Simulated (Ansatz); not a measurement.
**AlN2H (quintet): from Hartree-Fock to the top rungs, def2-TZVPP**

The task here is to estimate one member of a computed series from the others.

Computed with Ansatz 0.2.0, Gaussian basis. Level: def2-TZVPP, core rule «outside noble gas», up to 7 orbitals frozen.

To be run: UHF; ROHF; CCSD(T) on UHF.

2 further runs of the same task are left out: 2 set aside as unsound or not needed.

## The geometry

The geometry is a PBE0/def2-TZVP stationary point (not a proven minimum) of the parent state, kept for this charge and spin.

4 atoms, charge 0, spin multiplicity 5.

Atoms are counted from 1 here; the program's logs count them from 0.

Bond lengths: Al1–N2 1.879 Å, N2–N3 1.296 Å, N2–H4 1.026 Å. Angles: Al1–N2–N3 128.0°, Al1–N2–H4 118.8°, N3–N2–H4 113.2°.

Set-up of the first run:

Contents of in.yaml:

```yaml
crystal:
  periodic: [false, false, false]
  atoms:
    - {symbol: Al, position_ang: [0.000000, -0.079269, 1.203465]}
    - {symbol: N, position_ang: [0.000000, 0.413422, -0.609656]}
    - {symbol: N, position_ang: [0.000000, -0.362251, -1.647435]}
    - {symbol: H, position_ang: [0.000000, 1.410865, -0.850200]}
basis:
  gaussian: {orbitals: def2-TZVPP}
magnetization: {spin_polarized: true, initial_magnetization: 4}
hamiltonian: {xc: hf}
output: {orbitals: {seedname: orbitals}}
```

Started as:

```bash
ansatz run in.yaml --threads 1 --pin off --events-out ev --progress --plain --max-ram 4096MiB --backend cpu
```

Steps of the session up to this table: UHF; ROHF; CCSD(T) on UHF.

One table of the session follows, with a row left open; its other results are not shown here.

```
  method  from UCCSD(T) (kJ/mol)
    ROHF                       ?
     UHF                 +1084.9
    UMP2                  +108.8
   UCCSD                   +46.6
UCCSD(T)                       0
```

Estimate the missing values for ROHF.

**Answer.** from UCCSD(T) (kJ/mol): +1116.9. In the column «from UCCSD(T) (kJ/mol)» it is the highest.
